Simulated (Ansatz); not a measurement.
# Basis-set limit of SiNH$_{3}$, triplet

```yaml
atoms:
  - { symbol: N, position_ang: [-1.7737, -0.0126, -0.0197] }
  - { symbol: H, position_ang: [-2.0710, 0.9552, -0.0197] }
  - { symbol: H, position_ang: [-2.0710, -0.4149, 0.8606] }
  - { symbol: H, position_ang: [-0.3927, -0.0126, -0.0197] }
  - { symbol: Si, position_ang: [1.0473, -0.0126, -0.0197] }
```

Connectivity, by distances: NH2 ··· SiH.

Ansatz 0.2.0, UHF determinant, valence electrons correlated. Energies in eV.

| set | X | functions | Hartree–Fock | MP2 correlation | CCSD(T) correlation | time |
| --- | --- | --- | --- | --- | --- | --- |
| def2-TZVPP | 3 | 115 | -9387.3983 | -7.9114 | -9.4014 | 32 s on 1 × NVIDIA H100 80GB HBM3 with 1 thread of AMD EPYC 7R13 Processor (Zen 3), with other jobs on the host |
| def2-QZVPP | 4 | 217 | -9387.7131 | -8.4853 | -9.9086 | 50 s on 1 × NVIDIA H100 80GB HBM3 with 1 thread of AMD EPYC 7R13 Processor (Zen 3), with other jobs on the host |

Hartree–Fock is taken to follow E(X) = E∞ + A·exp(−7.88·√X), correlation E(X) = E∞ + B·X^−2.97.

Cautions: lower spins were not checked; higher spins were not checked; strong correlation; ⟨S²⟩ of the determinant is 2.22 against 2.00, spin contaminated.

Problem. Work out the CCSD(T) energy at the limit, and how far the shortcut misses it that extrapolates MP2 and adds CCSD(T) minus MP2 from the smaller set.

Solution. Hartree–Fock: E∞ = E4 + 0.1377·(E4 − E3) = -9387.7565. Correlation: E∞ = E4 + 0.7407·(E4 − E3) = -10.2843 for CCSD(T) and -8.9105 for MP2. The limit is -9398.0408 eV, 0.419 eV below def2-QZVPP. The shortcut gives a correlation energy of -8.9105 + (-1.4900) = -10.4004, 116 meV lower than the direct value.

Past Ne part of the Hartree–Fock step between the two sets comes from the cores, which don't follow the formula, so the 43 meV that it adds to the total can overshoot; that part largely cancels in differences.
